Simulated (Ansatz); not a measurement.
Molecule: AlCl₂ (charge 0, doublet). It need not be the lowest isomer of its formula. SMILES: [Cl][Al][Cl]
Geometry: optimised at B3LYP-D3(BJ)/def2-TZVP (Ansatz, a quantum-chemistry and plane-wave program).

Computed values are from Ansatz. Correlated levels leave the core frozen unless marked. UHF or UKS for open shells. No spin-orbit coupling. Non-relativistic. Basis-set limits of correlation are two-point, X^-3; Hartree-Fock from the larger set.

Q: What is the dipole moment at CCSD(T)/aug-cc-pV(D+d)Z?

A: 1.51 D.

Q: What is the atomisation energy De at CCSD(T)/CBS(cc-pV(T+d)Z,cc-pV(Q+d)Z)?

A: 816.0 kJ/mol.

Q: What is the total energy at CCSD(T)/CBS(cc-pV(T+d)Z,cc-pV(Q+d)Z)?

A: -1161.6596 Eh.

Q: What is the T1 diagnostic at CCSD/cc-pV(Q+d)Z?

A: 0.012.
